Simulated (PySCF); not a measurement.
propyne cation (C3H4), SMILES CC#C (connectivity only; charge and spin as stated), charge +1, multiplicity 2.

Geometry: B3LYP-D3(BJ)/def2-TZVP. The geometry has at least one imaginary mode, so it is a saddle point at that level. The spin state was assumed, not searched.

These are TDA-PBE0/def2-SVPD run with PySCF values and carry that method's errors.

Vertical excitations. Isolated molecule, no solvent.

```csv
state,energy (eV),λ (nm),f,main pairs
root 1,0.29,4253,0.000,β HOMO→LUMO 99 %
root 2,4.66,266,0.075,β HOMO−1→LUMO 95 %
root 3,4.77,260,0.001,β HOMO−2→LUMO 98 %
root 4,5.43,228,0.006,β HOMO−3→LUMO 95 %
root 5,5.49,226,0.000,"α HOMO→LUMO+1 39 %, β HOMO→LUMO+1 55 %"
root 6,5.86,212,0.000,"α HOMO→LUMO 90 %, β HOMO→LUMO+2 5 %"
root 7,6.71,185,0.006,"α HOMO−1→LUMO 66 %, α HOMO→LUMO+1 24 %, β HOMO→LUMO+1 6 %"
root 8,7.13,174,0.000,"α HOMO−1→LUMO+1 36 %, α HOMO→LUMO 7 %, β HOMO→LUMO+2 54 %"
root 9,7.23,171,0.000,β HOMO−4→LUMO 94 %
root 10,7.66,162,0.001,"α HOMO−1→LUMO+1 60 %, β HOMO→LUMO+2 38 %"
```
Unrestricted roots are not spin-pure.
